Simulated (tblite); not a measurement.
**BSi2H7 (SMILES [SiH3]B[SiH3]): levels of theory compared**

We compute a comparison of 3 runs (GFN2-xTB, GFN1-xTB, IPEA1-xTB) of BSi2H7. 

The calculation is run with tblite 0.8.0.

17 further runs of the same task are left out: 17 set aside as unsound or not needed.

**1. Starting point**

BSi2H7 has 10 atoms, charge 0, and is taken as a singlet. As SMILES, `[SiH3]B[SiH3]`. The Si1–H4 distance was set to 1.916 Å, away from the relaxed value.

Bond lengths: Si1–B2 1.964 Å, B2–Si3 1.964 Å, Si1–H5 1.473 Å, Si1–H6 1.472 Å, B2–H7 1.175 Å, Si3–H8 1.474 Å, Si3–H9 1.472 Å, Si3–H10 1.473 Å. Some angles: Si1–B2–Si3 124.1°, Si1–B2–H7 117.9°, Si3–B2–H7 117.9°, B2–Si1–H5 115.4°, B2–Si1–H6 114.9°, B2–Si3–H8 110.6°, B2–Si3–H9 114.9°, B2–Si3–H10 115.4°, H5–Si1–H6 104.5°, H8–Si3–H9 105.5°. A long bond or contact: Si1–H4 1.916 Å.

**2. Energy and gradient at GFN2-xTB (run 1)**

File molecule.xyz:

```xyz
10

Si    -0.903734     1.242097    -0.666692
B      0.830656     0.348777    -0.442482
Si     1.357676    -0.645513     1.166718
H     -2.229930     0.000090    -1.275020
H     -0.929124     2.336597    -1.651702
H     -1.457354     1.837637     0.560048
H      1.577316     0.362117    -1.349462
H      0.855496    -2.030213     1.108318
H      0.844886    -0.095123     2.431608
H      2.808636    -0.776833     1.382148
```

File xtb_job.py:

```python
import json
import numpy as np
from ase.io import read
from tblite.ase import TBLite
from ase.units import Hartree
from ase.units import Debye

molecule = read("molecule.xyz")
start = molecule.get_positions()

molecule.calc = TBLite(method="GFN2-xTB", multiplicity=1, accuracy=0.1, verbosity=0)
print(f"Energy: {molecule.get_potential_energy() / Hartree:.6f} Eh")
print(f"Dipole: {np.linalg.norm(molecule.get_dipole_moment()) / Debye:.4f} D")
print("Charges:", np.round(molecule.get_charges(), 4))
print("Forces (eV/angstrom):")
for a, F in zip(molecule, molecule.get_forces()):
    print(f"{a.symbol:<2} {F[0]:11.6f} {F[1]:11.6f} {F[2]:11.6f}")
json.dump(dict(energy=molecule.get_potential_energy(), forces=molecule.get_forces().tolist(), dipole=molecule.get_dipole_moment().tolist(), charges=molecule.get_charges().tolist(),
               symbols=molecule.get_chemical_symbols(), start=start.tolist(), final=molecule.positions.tolist()), open("results.json", "w"))
```

On the command line:

```sh
python xtb_job.py
```

Standard output:

```text
Energy: -8.185270 Eh
Dipole: 1.8006 D
Charges: [ 0.4211  0.1088  0.3841 -0.2192 -0.107  -0.1144 -0.1011 -0.1204 -0.1309
 -0.1209]
Forces (eV/angstrom):
Si   -1.180270   -1.185772   -0.555512
B    -0.245233   -0.096806   -0.078098
Si   -0.013941   -0.031869    0.008748
H     1.618495    1.441291    0.721199
H    -0.108314   -0.087298   -0.044189
H    -0.103238   -0.085922   -0.041616
H     0.017360    0.009599   -0.016921
H     0.007934    0.017477   -0.007325
H     0.001255    0.012400    0.007560
H     0.005950    0.006899    0.006153
```

It took 1.1 s on 1 thread of Intel Xeon at 2.70GHz, shared host.

**3. Energy and forces at GFN1-xTB (run 2)**

File geom.xyz:

```xyz
10

Si    -0.903734     1.242097    -0.666692
B      0.830656     0.348777    -0.442482
Si     1.357676    -0.645513     1.166718
H     -2.229930     0.000090    -1.275020
H     -0.929124     2.336597    -1.651702
H     -1.457354     1.837637     0.560048
H      1.577316     0.362117    -1.349462
H      0.855496    -2.030213     1.108318
H      0.844886    -0.095123     2.431608
H      2.808636    -0.776833     1.382148
```

File run.py:

```python
"""GFN1-xTB energy and gradient"""
import json
import numpy as np
from tblite.interface import Calculator
from tblite.interface import symbols_to_numbers

symbols = list(map(str, np.loadtxt("geom.xyz", skiprows=2, usecols=0, dtype=str, ndmin=1)))
numbers = np.array(symbols_to_numbers(symbols))
positions = np.loadtxt("geom.xyz", skiprows=2, usecols=(1, 2, 3), ndmin=2) / 0.529177210903

calculator = Calculator("GFN1-xTB", numbers, positions, charge=0, uhf=0)
calculator.set("accuracy", 0.1)
sp = calculator.singlepoint()

print(f"Total energy: {sp.get('energy') * 27.211386:.8f} eV")
eps = np.atleast_2d(sp.get("orbital-energies")) * 27.211386
occ = np.atleast_2d(sp.get("orbital-occupations"))
filled = occ.sum(axis=0) if eps.shape[0] == 1 else occ[0]
homo = np.nonzero(filled > 0.5)[0].max()
print(f"HOMO {eps[0, homo]:.4f} eV")
if homo + 1 < eps.shape[1]:
    print(f"LUMO {eps[0, homo + 1]:.4f} eV, gap {eps[0, homo + 1] - eps[0, homo]:.4f} eV")
mu = sp.get("dipole") * 2.541746
print(f"|mu|: {np.linalg.norm(mu):.4f} D, components " + " ".join(f"{c:.4f}" for c in mu))
q = sp.get("charges")
g = sp.get("gradient")
print("atom     charge      dE/dx        dE/dy        dE/dz   (Eh/bohr)")
for i, s in enumerate(symbols):
    print(f"{s:<2}{i + 1:<3} {q[i]:9.4f} {g[i, 0]:12.7f} {g[i, 1]:12.7f} {g[i, 2]:12.7f}")
print(f"gradient norm {np.linalg.norm(g):.6f} Eh/bohr")
out = {k: np.asarray(sp.get(k)).tolist() for k in ("energy", "gradient", "charges", "dipole", "orbital-energies", "orbital-occupations")}
out.update(symbols=symbols, positions=(positions * 0.529177210903).tolist())
json.dump(out, open("results.json", "w"))
```

On the command line:

```sh
python run.py
```

Standard output:

```text
------------------------------------------------------------
  cycle        total energy    energy error   density error
------------------------------------------------------------
      1     -8.786506509245  -8.8655078E+00   3.7052569E-01
      2     -8.806355329947  -1.9848821E-02   2.1488391E-01
      3     -8.806704234783  -3.4890484E-04   3.5814787E-02
      4     -8.807434234513  -7.2999973E-04   5.5450266E-03
      5     -8.807474718865  -4.0484353E-05   8.2977571E-04
      6     -8.807475456411  -7.3754539E-07   2.2119425E-04
      7     -8.807475464317  -7.9067206E-09   6.6897963E-05
      8     -8.807475465321  -1.0036274E-09   1.1567734E-05
      9     -8.807475465456  -1.3455548E-10   4.1054485E-06
     10     -8.807475465471  -1.5329960E-11   1.4585938E-06
------------------------------------------------------------

 total:                                   0.008 sec
Total energy: -239.66361458 eV
HOMO -11.4935 eV
LUMO -9.8877 eV, gap 1.6058 eV
|mu|: 1.7784 D, components 1.4425 0.9205 -0.4845
atom     charge      dE/dx        dE/dy        dE/dz   (Eh/bohr)
Si1      0.2200    0.0457294    0.0203958    0.0185362
B 2      0.0867    0.0069667    0.0021982   -0.0074148
Si3      0.1834   -0.0066919    0.0091863   -0.0130921
H 4     -0.1142   -0.0410000   -0.0373416   -0.0187240
H 5     -0.0669    0.0017866    0.0048430   -0.0011827
H 6     -0.0665    0.0005476    0.0043774    0.0035400
H 7     -0.0302   -0.0095022    0.0005218    0.0129105
H 8     -0.0654   -0.0011364   -0.0053064    0.0006929
H 9     -0.0732   -0.0005556    0.0015528    0.0038013
H 10    -0.0737    0.0038559   -0.0004273    0.0009328
gradient norm 0.084059 Eh/bohr
```

Run time: 0.25 s. Hardware: 1 thread of Intel Xeon at 2.70GHz, shared host.

**4. Energy and forces at IPEA1-xTB (run 3)**

File script.py:

```python
import json
import numpy as np
from tblite.interface import Calculator

symbols = ["Si", "B", "Si", "H", "H", "H", "H", "H", "H", "H"]
numbers = np.array([14, 5, 14, 1, 1, 1, 1, 1, 1, 1])
positions = np.array([  # bohr
    [-1.707810, 2.347223, -1.259865],
    [1.569712, 0.659093, -0.836170],
    [2.565636, -1.219843, 2.204777],
    [-4.213957, 0.000170, -2.409439],
    [-1.755790, 4.415528, -3.121264],
    [-2.754000, 3.472631, 1.058337],
    [2.980695, 0.684302, -2.550114],
    [1.616653, -3.836547, 2.094417],
    [1.596603, -0.179756, 4.595073],
    [5.307553, -1.468002, 2.611881],
])

xtb = Calculator("IPEA1-xTB", numbers, positions, charge=0, uhf=0)
xtb.set("verbosity", 0)
xtb.set("accuracy", 0.1)
xtb.add("spin-polarization", 1.0)
res = xtb.singlepoint()

print(f"E(total): {res.get('energy') * 27.211386:.8f} eV")
eps = np.atleast_2d(res.get("orbital-energies")) * 27.211386
occ = np.atleast_2d(res.get("orbital-occupations"))
filled = occ.sum(axis=0) if eps.shape[0] == 1 else occ[0]
homo = np.nonzero(filled > 0.5)[0].max()
print("  MO   occupation   energy/eV")
for i in range(max(0, homo - 4), min(eps.shape[1], homo + 5)):
    print(f"{i + 1:4d} {filled[i]:10.4f} {eps[0, i]:12.4f}")
mu = res.get("dipole") * 2.541746
print(f"dipole: {np.linalg.norm(mu):.4f} D, components " + " ".join(f"{c:.4f}" for c in mu))
q = res.get("charges")
g = res.get("gradient")
print("atom     charge      dE/dx        dE/dy        dE/dz   (Eh/bohr)")
for i, s in enumerate(symbols):
    print(f"{s:<2}{i + 1:<3} {q[i]:9.4f} {g[i, 0]:12.7f} {g[i, 1]:12.7f} {g[i, 2]:12.7f}")
print(f"gradient norm {np.linalg.norm(g):.6f} Eh/bohr")
out = {k: np.asarray(res.get(k)).tolist() for k in ("energy", "gradient", "charges", "dipole", "orbital-energies", "orbital-occupations")}
out.update(symbols=symbols, positions=(positions * 0.529177210903).tolist())
json.dump(out, open("results.json", "w"))
```

On the command line:

```sh
python script.py
```

Standard output:

```text
E(total): -250.40614889 eV
  MO   occupation   energy/eV
   5     1.0000     -13.5696
   6     1.0000     -13.4583
   7     1.0000     -13.2006
   8     1.0000     -12.8936
   9     1.0000     -12.2720
  10     0.0000     -10.6565
  11     0.0000      -7.1882
  12     0.0000      -6.4335
  13     0.0000      -6.2012
dipole: 1.3720 D, components 1.1017 0.7326 -0.3633
atom     charge      dE/dx        dE/dy        dE/dz   (Eh/bohr)
Si1      0.1684    0.0626481    0.0165272    0.0199124
B 2     -0.0741    0.0052374    0.0038149    0.0001986
Si3      0.1275   -0.0092962    0.0152001   -0.0256365
H 4     -0.0523   -0.0539658   -0.0483354   -0.0244423
H 5     -0.0453    0.0036169    0.0119613   -0.0074026
H 6     -0.0433   -0.0018059    0.0085794    0.0122096
H 7      0.0315   -0.0104629    0.0003639    0.0139205
H 8     -0.0285   -0.0038514   -0.0131287    0.0004576
H 9     -0.0405   -0.0036335    0.0052295    0.0100650
H 10    -0.0434    0.0115133   -0.0002121    0.0007176
gradient norm 0.112516 Eh/bohr
```

It took 0.17 s on 1 thread of Intel Xeon at 2.70GHz, shared host.

**5. Overview of the runs**

| run | level | spin polarization | energy (Eh) | dipole moment (D) | largest force (eV/Å) | wall time |
| --- | --- | --- | --- | --- | --- | --- |
| 1 | GFN2-xTB | – | -8.185270 | 1.80 | 2.284 | 1.1 s |
| 2 | GFN1-xTB | – | -8.807475 | 1.78 | 3.010 | 0.25 s |
| 3 | IPEA1-xTB | 1 | -9.202256 | 1.37 | 3.932 | 0.17 s |

**6. What came out**

| quantity | value |
| --- | --- |
| run 3: total energy | -9.20226 Eh |
| run 3: dipole moment | 1.37 D |
| run 3: HOMO energy | -12.27 eV |
| run 3: LUMO energy | -10.66 eV |
| run 3: HOMO–LUMO gap | 1.62 eV |
| run 3: largest force on an atom | 3.932 eV/Å |

**Reading.** The dipole moment (its size) runs from 1.37 D (IPEA1-xTB) to 1.80 D (GFN2-xTB). Force-field and semi-empirical energies have zeros of their own, so their totals don't compare. All runs together took 1.5 s, the longest 1.1 s.
